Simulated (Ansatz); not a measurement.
# CH₄Si (SMILES C=[SiH2]): a relaxed scan of the bond length C1–Si2

One table from this session's results is given with a row withheld; the runs are named, their logs left out.

Computed with Ansatz 0.2.0, Gaussian basis. Level: single points in def2-TZVPP.

Levels: PBE-D4, r2SCAN-D4, PBE0-D4, B3LYP-D4, wB97M-V, Hartree-Fock, MP2, CCSD, CCSD(T). The scan takes 1.461, 1.511, 1.584, 1.670, 1.764, 1.867, 1.975, 2.089, 2.208 Å.

Cores are frozen in the correlated methods. B3LYP uses VWN-RPA correlation.

26 further runs of the same task are left out: 26 set aside as unsound or not needed.

## The system as given

The minimum, relaxed at PBE0-D4: SMILES `C=[SiH2]`, 6 atoms, charge 0, spin multiplicity 1.

Atoms are counted from 1 here; the program's logs count them from 0.

Bond lengths: C1–Si2 1.699 Å, C1–H3 1.084 Å, C1–H4 1.084 Å, Si2–H5 1.478 Å, Si2–H6 1.478 Å. Angles: Si2–C1–H3 122.1°, Si2–C1–H4 122.2°, H3–C1–H4 115.7°, C1–Si2–H5 122.7°, C1–Si2–H6 122.7°, H5–Si2–H6 114.7°.

Coordinates:

```
atom    x (Å)    y (Å)    z (Å)
  C1  -0.7129  -0.5277  -0.2553
 Si2   0.5991   0.4435   0.2146
  H3  -1.3848  -0.9778   0.4662
  H4  -0.9320  -0.7370  -1.2959
  H5   0.9092   0.7347   1.6302
  H6   1.5213   1.0643  -0.7597
```

Energies of the minimum (eV), from earlier single points: PBE-D4 -8973.11622, r2SCAN-D4 -8977.28293, PBE0-D4 -8974.00005, B3LYP-D4 -8979.67046, wB97M-V -8977.32652, CCSD(T) -8964.13820.

At the minimum the bond length C1–Si2 is 1.699 Å.

The first run:

relax/in.yaml

```yaml
crystal:
  periodic: [false, false, false]
  atoms:
    - {symbol: C, position_ang: [-0.712900, -0.527688, -0.255346]}
    - {symbol: Si, position_ang: [0.415565, 0.307609, 0.148841]}
    - {symbol: H, position_ang: [-1.384763, -0.977839, 0.466164]}
    - {symbol: H, position_ang: [-0.931969, -0.736985, -1.295938]}
    - {symbol: H, position_ang: [0.725663, 0.598881, 1.564499]}
    - {symbol: H, position_ang: [1.337756, 0.928429, -0.825448]}
basis:
  gaussian: {orbitals: def2-TZVP}
hamiltonian: {xc: pbe0, dispersion: d4}
relax: {f_tol: 0.005, max_steps: 200, constraints: [{distance: [0, 1]}]}
```

No record of the launch command was kept for these runs.

Steps of the session up to this table: C1–Si2 = 1.461 Å; C1–Si2 = 1.511 Å; C1–Si2 = 1.584 Å; C1–Si2 = 1.670 Å; C1–Si2 = 1.764 Å; C1–Si2 = 1.867 Å; C1–Si2 = 1.975 Å; C1–Si2 = 2.089 Å; C1–Si2 = 2.208 Å.

One of the session's tables, all rows but one given; the rest of the session is left out.

It belongs to the step «The curves». Energies less that of the minimum at the same level (kcal/mol):

```
bond length (Å)  PBE-D4  PBE0-D4  B3LYP-D4  wB97M-V  Hartree-Fock
          1.461    35.6     33.5      33.6     32.5          33.0
          1.511       ?        ?         ?        ?             ?
          1.584     7.5      6.3       6.5      5.8           5.6
          1.670     0.6      0.3       0.4      0.2           0.1
1.699 (minimum)     0.0      0.0       0.0      0.0           0.0
          1.764     0.8      1.6       1.4      1.9           2.3
          1.867     6.9      8.9       8.4      9.9          11.1
          1.975    17.2     20.6      19.7     22.4          24.8
          2.089    30.3     35.3      33.9     37.9          42.0
          2.208    45.0     51.7      49.7     55.3          61.3
```

Estimate the missing values for bond length (Å) = 1.511.

Worked estimate for «PBE-D4». A straight line through the neighbours (1.461, 35.6) and (1.584, 7.5) gives 35.6 + (7.5 − 35.6) × (1.511 − 1.461) / (1.584 − 1.461) = 24.2; a parabola fitted to 3 rows on both sides gives 21.6.

**Answer.** PBE-D4: 20.9; PBE0-D4: 19.1; B3LYP-D4: 19.3; wB97M-V: 18.3; Hartree-Fock: 18.4. In «PBE-D4» the line misses by +3.3 and the parabola by +0.7.
